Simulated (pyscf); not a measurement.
Single points on ωB97X-D3(BJ)/def2-SVP structures (PySCF, gas phase).

For hydrogen fluoride (HF) + trifluoromethyl (F–C•(F)–F) → tetrafluoromethane (F–C(F)(F)–F) + H atom (H•), an atom transfer (doublet surface; F–H broken, C–F formed), PBE/def2-TZVP gives ΔE‡ = 1.58 eV and ΔE = +0.34 eV (zero: the separated reactants). In which direction and how far do B3LYP-D3(BJ)/def2-TZVP, PBE0-D3(BJ)/def2-TZVP, ωB97M-D3(BJ)/def2-TZVP move these?

B3LYP-D3(BJ): ΔE‡ = 1.90 eV, ΔE = +0.47 eV; PBE0-D3(BJ): ΔE‡ = 1.94 eV, ΔE = +0.27 eV; ωB97M-D3(BJ): ΔE‡ = 2.08 eV, ΔE = +0.25 eV. PBE's barrier lies under all of them, by 0.32 to 0.49 eV. Its reaction energy lies among theirs. Low barriers are usual for a GGA, whose delocalisation error favours stretched bonds. This is the saddle that the search found; another between the same sides may lie lower. The angle at the transferred F is 180°.
